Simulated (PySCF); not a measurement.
# How the method changes the constants of MgB

State: ²Π (doublet), unpaired electrons π ↑. Set-up: PySCF, spin-free X2C with a Gaussian nucleus, basis sets Mg x2c-TZVPPall, B x2c-TZVPPall. De refers to Mg + B in their high-spin ground configurations, without counterpoise correction. The functionals are run spin-unrestricted. A positive dipole means Mg(−)B(+). Levels whose curve was spin-contaminated or gave no clean fit are not listed.

| Level | Re (Å) | ωe (cm⁻¹) | De (eV) | μ (D) | CPU s a point (SCF and correlation, without the integrals) |
| --- | --- | --- | --- | --- | --- |
| ROHF-MP2 | 2.432 | 297 | 0.319 | n/a | 0.28 |
| ROHF-SCS-MP2 | 2.459 | 271 | 0.234 | n/a | n/a |
| ROHF-CCSD | 2.437 | 305 | 0.296 | n/a | n/a |
| ROHF-CCSD(T) | 2.388 | 354 | 0.445 | n/a | 10 |
| LDA | 2.354 | 387 | 1.06 | -2.50 | 0.37 |
| PBE | 2.395 | 362 | 0.85 | -2.41 | 0.56 |
| BLYP | 2.422 | 334 | 0.62 | -2.39 | 0.35 |

**Question.** Which functional lies closest to ROHF-CCSD(T) in De, which farthest, and by how much do they differ from it?

**Answer.** Closest is BLYP (+3.4 pm in Re, -5.6 % in ωe, +0.17 eV in De against ROHF-CCSD(T) in the same basis), farthest LDA (-3.4 pm in Re, +9.3 % in ωe, +0.61 eV in De). CCSD(T) converges more slowly with the basis than the functionals do and binds too weakly in this one, so the order can change at the basis-set limit.

**Question.** What does the gradient correction do here, going from LDA to PBE?

**Answer.** PBE less LDA: +4.1 pm in Re, -6.5 % in ωe, -0.21 eV in De. The gradient correction favours the more uneven density of free atoms, so it tends to lengthen bonds and takes away much of the overbinding of LDA; so it does here.

**Question.** What does the triples do here, going from ROHF-CCSD to ROHF-CCSD(T)?

**Answer.** ROHF-CCSD(T) less ROHF-CCSD: -4.9 pm in Re, +16.1 % in ωe, +0.15 eV in De. Correlation nearly always deepens the well. The bond shortens, as in weak, metallic or heavy-atom bonds, where dispersion and the correlation of outer-core electrons pull the atoms together.

Correlated steps freeze 2 core orbitals. The state is the lowest determinant that a PBE0 search found; another state may lie lower at other levels.

The whole job (state search and all levels along the bond) took about 4 min on 1 thread of Intel Xeon Platinum 8488C (shared host), peak memory 1.4 GiB.
